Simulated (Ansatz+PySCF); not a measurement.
A calculation with PySCF 2.14.0.

```python
from pyscf import gto, scf, cc

mol = gto.M(atom="""
C 0.000000 0.000000 0.000000
C 1.081800 0.000000 1.634420
C -1.081800 0.000000 1.634420
""", basis='sto-3g', charge=1, spin=1)
mf = scf.UHF(mol)
mf.kernel()
mycc = cc.CCSD(mf, frozen=3).run()
et = mycc.ccsd_t()
print(mf.e_tot, mycc.e_corr, et, mycc.e_tot + et)
```

The script is written out from the run's settings.

The run gave:

| Quantity | Value |
| --- | --- |
| Converged | yes |
| Reference energy | -111.29305 hartree |
| CCSD correlation energy | -0.25703 hartree |
| Triples correction | -0.02576 hartree |
| Total energy | -111.57584 hartree |
| Spin squared of the determinant | 0.762 |

This is not the lowest solution: another run reaches a determinant 3.47 eV lower. Caution: large share of triples, a single reference is doubtful; another reference gives a lower total.
